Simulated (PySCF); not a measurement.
# C2H4F2 (1,2-difluoroethane): the cost of one run

The runs use PySCF 2.14.0, with density-fitted response routines of our own; the level of theory stands in each step. All values are computed, except where a source is named. Atoms count from 0, in the outputs and in this text.

**1. The molecule as given**

8 atoms, charge 0, multiplicity 1; geometry from: GFN2-xTB. The atoms were then displaced at random by about 0.01 Å, so the start is not that level's minimum.

Bonds of the start (Å): F0–C1 1.36, C1–C2 1.54, C2–F3 1.34, C1–H4 1.09, C1–H5 1.10, C2–H6 1.09, C2–H7 1.08.

**2. Relaxing the molecule at PBE0-D3(BJ)/def2-TZVP**

What the job is given:

```
{"job": {"xc": "PBE0", "basis": "def2-TZVP", "d3": "d3bj", "grid": 2, "shake": 0.01, "kind": "geom"}, "charge": 0, "multiplicity": 1}
F      1.195510     1.160490     0.567400
C      0.749840     0.057500    -0.100720
C     -0.755310    -0.167810     0.099490
F     -1.434100     0.535690    -0.819030
H      1.328950    -0.781810     0.295780
H      0.976640     0.213740    -1.161640
H     -1.037720     0.179830     1.097920
H     -0.968670    -1.216760    -0.031660
```

The run is started by

```
> OMP_NUM_THREADS=1 python probes_run.py task.json out
```

This one command runs all jobs of the session in turn.

Q: Estimate the wall time and peak memory of this first job on 1 thread of Intel Xeon Platinum 8259CL at 2.50GHz, shared host.

About 59 s, with a peak of 0.6 GiB.
